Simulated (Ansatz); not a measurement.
We consider fcc Ca, described by LDA (plane waves, PAW; Ansatz, a program for electronic structure).

Numerical settings: plane-wave cutoff 520 eV, 18×18×18 k mesh, Fermi–Dirac smearing 0.05 eV, scalar-relativistic PAW data made under PBE.

Energies at three volumes about the minimum:

| V (Å³/atom) | E − E_lowest (meV/atom) |
|---|---|
| 37.259 | 0.90 |
| 38.020 | 0.00 |
| 38.780 | 0.91 |

### Question
Fit a parabola by hand: where is the minimum, what lattice constant follows, and what is the bulk modulus?

### Answer
Slopes: (0.00 − 0.90)/(38.020 − 37.259) = -1.183 and (0.91 − 0.00)/(38.780 − 38.020) = 1.197 meV/Å³. Curvature E″ = 2 × (1.197 − (-1.183))/(38.780 − 37.259) = 3.130 meV/Å⁶. From the middle of the first interval, the slope vanishes at V0 = 37.6395 − (-1.183)/3.130 = 38.017 Å³/atom. B = V0 E″ = 38.017 × 3.130 meV/Å³ × 0.1602 GPa per meV/Å³ = 19.1 GPa. With 4 atoms in the cube, a = (4 × 38.017)^(1/3) = 5.338 Å. The full Birch–Murnaghan fit to all volumes gives V0 = 38.007 Å³/atom and B0 = 19.1 GPa.

Measured, for comparison: bulk modulus 18.6 GPa (corrected for temperature and zero-point phonon effects, sources range from 15.9 to 18.7; as tabulated in Levämäki et al. (2014), arXiv:1402.3671); lattice constant a 5.553 Å (low-temperature or extrapolated to 0 K; zero-point anharmonic expansion removed; as tabulated in Csonka et al. (2009), arXiv:0903.4037). Computed less measured: bulk modulus +2.7 % (+2.1 % to +20 % over the range).
